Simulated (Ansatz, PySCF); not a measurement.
This PySCF input computes a SVWN5/def2-TZVPD energy:

```python
from pyscf import gto, scf, dft

mol = gto.M(
    atom='''
    C     0.06772882    1.33677652   -0.58076859
    S    -0.20351480    0.11041718    0.56938539
    C     0.24338008   -1.37270681   -0.36653509
    H     0.55259827    1.12781644   -1.52160068
    H    -0.15162162    2.35061391   -0.28599237
    H     0.11271911   -2.22427414    0.29855508
    H    -0.40799579   -1.48486538   -1.23221886
    H     1.28388336   -1.32038413   -0.68508729
    ''',
    basis='def2-tzvpd',
    charge=0,
    spin=1,
    verbose=4,
)

mf = dft.UKS(mol, xc='svwn').density_fit(auxbasis='def2-universal-jkfit')
mf.grids.level = 3
mf.conv_tol = 1e-9
mf.max_cycle = 100
mf.max_memory = 1500
mf.kernel()
if not mf.converged:
    mf = mf.newton()
    mf.kernel(mf.make_rdm1())
for _ in range(2):
    mo, _, stable, _ = mf.stability(return_status=True)
    if stable:
        break
    mf.kernel(mf.make_rdm1(mo, mf.mo_occ))
mf.analyze()
```

Question: Write an input for the same energy in Ansatz (an electronic-structure program) and say what it gives.

Answer: 
Ansatz 0.2 input:
```yaml
crystal:
  periodic: [false, false, false]
  atoms:
    - {symbol: C, position_ang: [0.06772882, 1.33677652, -0.58076859]}
    - {symbol: S, position_ang: [-0.20351480, 0.11041718, 0.56938539]}
    - {symbol: C, position_ang: [0.24338008, -1.37270681, -0.36653509]}
    - {symbol: H, position_ang: [0.55259827, 1.12781644, -1.52160068]}
    - {symbol: H, position_ang: [-0.15162162, 2.35061391, -0.28599237]}
    - {symbol: H, position_ang: [0.11271911, -2.22427414, 0.29855508]}
    - {symbol: H, position_ang: [-0.40799579, -1.48486538, -1.23221886]}
    - {symbol: H, position_ang: [1.28388336, -1.32038413, -0.68508729]}
basis:
  gaussian:
    orbitals: def2-TZVPD
hamiltonian:
  xc: {name: SVWN5}
magnetization: {spin_polarized: true, initial_magnetization: 1}
output: {forces: true}
```
It gives -475.27000 Eh, and PySCF -475.27008 Eh, a difference of 0.08 mEh, from the treatment of integrals and grids.

It need not be the lowest isomer of its formula.
